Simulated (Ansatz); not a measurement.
Cost and result up the ladder for AlH2(CH2SiH3) (CH7AlSi) (10 atoms). Charge 0, multiplicity 1. Geometry: r2SCAN-D4/def2-TZVP.

```xyz
10

Al    1.274   -0.625    1.109
H     1.617   -2.172    1.021
H     1.485    0.166    2.468
C     0.569    0.300   -0.452
Si   -1.295    0.295   -0.569
H     0.892    1.347   -0.442
H     0.955   -0.166   -1.366
H    -1.810   -1.101   -0.614
H    -1.893    0.953    0.625
H    -1.794    1.004   -1.779
```

Ansatz on 4 threads of Arm Neoverse V1 on a shared host. Times are rough, and most runs start from the orbitals of an earlier one. r2SCAN0-D4/def2-TZVP serves as the yardstick here, not as an exact answer. Differences are given only for rows in sets of like size (and for xTB, whose basis is part of the method), since another set adds its own error. Binding counts from free atoms at the same level (Al doublet, H doublet, C triplet, Si triplet; other spins of the atoms weren't run), without zero-point energy or a counterpoise term.

B3LYP takes the VWN-RPA correlation. Correlated methods freeze 11 core orbitals.

Correlated methods converge slowly with the basis.

| level | functions | binding energy per atom (eV) | difference from r2SCAN0-D4/def2-TZVP (eV) |
| --- | --- | --- | --- |
| PBE-D4/def2-SVP | 85 | 3.14 | – |
| r2SCAN0-D4/def2-TZVP | 147 | 3.15 | 0.00 |
| HF/6-31G | 49 | 2.20 | – |
| CCSD(T)/def2-TZVPP | 213 | 3.11 | -0.04 |
| HF/STO-3G | 30 | 3.56 | – |
| MP2/def2-TZVP | 147 | 3.03 | -0.12 |
| PBE0-D4/def2-TZVP | 147 | 3.13 | -0.02 |
| HF/def2-TZVP | 147 | 2.45 | -0.70 |
| PBE0-D4/def2-SVP | 85 | 3.14 | – |
| LDA (SPW92)/def2-TZVP | 147 | 3.47 | 0.32 |
| r2SCAN-D4/def2-TZVP | 147 | 3.17 | 0.02 |
| B97M-V/def2-TZVP | 147 | 3.20 | 0.05 |
| PBE-D4/def2-TZVP (with forces) | 147 | 3.13 | -0.02 |
| B3LYP-D4/6-31G | 49 | 3.00 | – |

Q: Estimate how long each takes.

A: HF/STO-3G 0.1 s; HF/6-31G 0.25 s; HF/def2-TZVP 0.6 s; PBE-D4/def2-SVP 0.65 s; B3LYP-D4/6-31G 0.7 s; PBE0-D4/def2-SVP 0.76 s; LDA (SPW92)/def2-TZVP 0.86 s; MP2/def2-TZVP 1.1 s; PBE0-D4/def2-TZVP 1.5 s; PBE-D4/def2-TZVP (with forces) 1.5 s; r2SCAN-D4/def2-TZVP 2.3 s; r2SCAN0-D4/def2-TZVP 2.8 s; B97M-V/def2-TZVP 5.5 s; CCSD(T)/def2-TZVPP 30 s. On shared hardware such times vary by a factor of up to 3.
